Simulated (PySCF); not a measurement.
An unknown shows these calculated signals:

1H NMR (500 MHz, computed): δ 2.63 (s, 3H), 2.59 (q, 2H), 1.18 (t, 3H), -0.46 (br s, 1H).

13C{1H} NMR (computed): δ 51.6 (CH2), 40.3 (CH3), 18.3 (CH3).

[PySCF: geometry from GFN2-xTB; σ from GIAO-PBE0/pcSseg-1; one computed conformer; fast rotation and ring inversion assumed for equivalent nuclei; non-relativistic; in vacuum]

δ = σ(ref) − σ, references computed at the same level: 1H (31.72 ppm) and 13C (186.93 ppm) against TMS.

Which of these does the molecule contain: a three-membered ring, a CH3CH2 unit, an NH or NH2 group, an ester, a Si–CH3 group, an N-methyl group?

## Answers


- A three-membered ring: no.
- A CH3CH2 unit: yes (δC 18.3, 51.6; δH 1.18 (t), 2.59 (q)).
- An NH or NH2 group: yes (δH -0.46 (br s)).
- An ester: no.
- A Si–CH3 group: no.
- An N-methyl group: yes (δC 40.3; δH 2.63 (s)).

The data belong to `CCNC`, C3H9N; they needn't prove each group on their own.

Carbon signals by region: 1 at 50–100 ppm, 2 below 50 ppm.

OH and NH positions are those of a molecule without intermolecular hydrogen bonds; in solution they move with solvent, concentration and temperature, and exchange usually removes their couplings. Shifts are as computed. Against solution values, carbons near 30 ppm lie about +3 ppm off and those near 130 ppm about +5 ppm. Of 246 compounds with measured shifts, 49 miss one by over three times the rms of a fit or turn the order of signals round; such compounds aren't used in these exercises. No couplings were computed; multiplicities are counted from neighbouring protons, with m where these are inequivalent, close in shift, in a saturated or five-membered ring or joined by F or P, and br s for small geminal =CH2 splittings.
